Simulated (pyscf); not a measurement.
**Four-centre exchange: `[O]=[Si]([Cl])[Cl]` + `[NH3]` -> `[NH2][Si](=[O])[Cl]` + `[ClH]`**

Gas phase, singlet surface, charge 0. Bonds broken: Si2–Cl3, N5–H6. Bonds formed: Si2–N5, Cl3–H6. Structures and frequencies: ωB97X-D3(BJ)/def2-SVP in PySCF.

Transition state (Å):

```xyz
8

O      1.6876     0.1233    -0.9630
Si     0.2877     0.3547    -0.4114
Cl     0.4032     0.9548     2.0296
Cl    -1.0391     1.8004    -0.9603
N     -0.7066    -0.9331     0.2908
H     -0.3235    -0.1714     1.6414
H     -0.3101    -1.8685     0.1907
H     -1.6985    -0.9393     0.0547
```

One imaginary mode, 443i cm⁻¹; descent along it reached the two sides named, in the forms told below.

```
bond     change  reactant side (Å)  saddle  product side
-------  ------  -----------------  ------  ------------
Si2–Cl3  breaks              2.068   2.516           3.0
N5–H6    breaks              1.023   1.597         2.472
Si2–N5    forms              1.958   1.772         1.699
Cl3–H6    forms                2.8   1.395         1.288
```

Electronic energies relative to the separated reactants (kcal/mol):

```tsv
level	barrier	reaction energy	reverse barrier
ωB97X-D3(BJ)/def2-TZVP	1.7	0.0	1.6
PBE/def2-TZVP	-0.3	+1.0	-1.3
r²SCAN/def2-TZVP	-0.8	-0.1	-0.7
B3LYP-D3(BJ)/def2-TZVP	1.3	-0.9	2.2
PBE0-D3(BJ)/def2-TZVP	-1.3	-0.4	-0.9
M06-2X/def2-TZVP	0.0	-2.5	2.5
ωB97M-D3(BJ)/def2-TZVP	1.3	-1.4	2.8
HF/def2-TZVP	13.7	-3.8	17.5
```

With ωB97M-D3(BJ)/def2-TZVP energies and thermal terms (ideal gas, 1 atm, RRHO with modes under 100 cm⁻¹ raised to 100, one conformer, R ln 2 for chiral ones without a mode under 150 cm⁻¹), in kcal/mol:

| T (K) | ΔH‡ | ΔG‡ | ΔH | ΔG |
|---|---|---|---|---|
| 298 | -0.6 | 10.2 | -3.1 | -2.9 |
| 600 | -0.3 | 21.0 | -2.5 | -2.9 |
| 900 | 0.6 | 31.5 | -1.9 | -3.2 |
| 1200 | 1.5 | 41.6 | -1.4 | -3.8 |

On the reactant side the descent ends in an adduct with a N–Si contact, 39.1 kcal/mol under the separated species and 40.7 kcal/mol under the saddle at ωB97X-D3(BJ)/def2-TZVP. At PBE, r²SCAN, PBE0-D3(BJ) the saddle lies under the separated reactants, which points to a path from their complex (located at ωB97X-D3(BJ) alone). At PBE, r²SCAN, PBE0-D3(BJ) the saddle lies under the separated products, which points to a path from their complex (located at ωB97X-D3(BJ) alone). What is counted as formed (N–Si) is already present as a longer contact in the reactant adduct; forming that adduct is a step of its own. One saddle was located; it need not be the lowest between these sides.
